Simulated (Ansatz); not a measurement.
We consider rock-salt SnTe (cubic form, which distorts at low temperature), described by HSE06 in Ansatz (PAW).

Numerical settings: plane-wave cutoff 460 eV, 8×8×8 k mesh, Fermi–Dirac smearing 0.01 eV, scalar-relativistic PAW data made under PBE.

The cell has the measured lattice: a = 6.316 Å, b = 6.316 Å, c = 6.316 Å, α = 90.00°, β = 90.00°, γ = 90.00°.

Task: Predict the band gap and direct gap at Γ.

Result: 
- band gap: 0.16 eV (on the SCF k mesh)
- direct gap at Γ: 6.37 eV

Measured, for comparison: band gap 0.3 eV (4 K, zero-point motion not removed, bulk gap, ARPES or transport; rounded; as tabulated in Ando (2013), arXiv:1304.5693).

Note: symmetry holds this phase in the static calculation, where it need not be a minimum; cell and atoms aren't relaxed at this level (pressure 1.0 GPa).

Spin–orbit coupling is not included; it can close the smallest gap of 0.16 eV.

The computed numbers hold no vibrational or temperature effects.

The result took very roughly 5 core-minutes.

Ansatz is an electronic-structure program.
